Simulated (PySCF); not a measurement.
# CO⁺ from Hartree–Fock to correlated methods

State: ²Π (doublet), unpaired electrons π ↑. Set-up: basis C def2-TZVPPD, O def2-TZVPPD; no relativity; PySCF 2.14. De refers to C⁺ + O in their high-spin ground configurations, without counterpoise correction. The functionals are run spin-unrestricted. A positive dipole points towards O; it is taken about the centre of mass and depends on that origin.

| Level | Re (Å) | ωe (cm⁻¹) | De (eV) | μ (D) |
| --- | --- | --- | --- | --- |
| UHF | 1.214 | 1764 | 3.61 | -0.92 |
| UHF-MP2 | 1.241 | 1621 | 5.82 | n/a |
| UHF-SCS-MP2 | 1.241 | 1620 | 5.69 | n/a |
| UHF-CCSD | 1.243 | 1603 | 5.47 | n/a |
| UHF-CCSD(T) | 1.251 | 1549 | 5.70 | n/a |
| PBE | 1.261 | 1487 | 6.60 | -0.61 |
| r²SCAN | 1.248 | 1552 | 6.23 | -0.62 |
| M06-L | 1.244 | 1584 | 6.20 | -0.57 |
| TPSSh | 1.250 | 1546 | 5.90 | -0.66 |
| PBE0 | 1.240 | 1604 | 6.09 | -0.67 |
| r²SCAN0 | 1.234 | 1637 | 5.79 | -0.68 |
| B97-3 | 1.240 | 1610 | 6.09 | -0.66 |
| CAM-B3LYP | 1.236 | 1623 | 6.03 | -0.67 |
| B2PLYP | 1.244 | 1571 | 5.88 | -0.86 |

The bond length runs from 1.214 Å (UHF) to 1.261 Å (PBE). De spans 3.61 eV (UHF, mean field) to 6.60 eV (PBE, GGA). Correlation at CCSD(T) changes the Hartree–Fock bond energy by +2.09 eV; the triples alone change it by +0.23 eV.

Correlated steps freeze 2 core orbitals. For an ion De counts to the pair picked by the measured ionisation energies or electron affinities, which need not be the lowest pair at this level. Counting both spins, an empty level lies below a filled one in some of these solutions, because spin and occupation are held. B2PLYP dipoles, levels and charges come from its SCF part alone. The state is the lowest determinant that a PBE0 search found; another state may lie lower at other levels.

The whole job (state search and all levels along the bond) took about 4.9 min on 1 thread of Intel Xeon Platinum 8488C (shared host), peak memory 2.1 GiB.
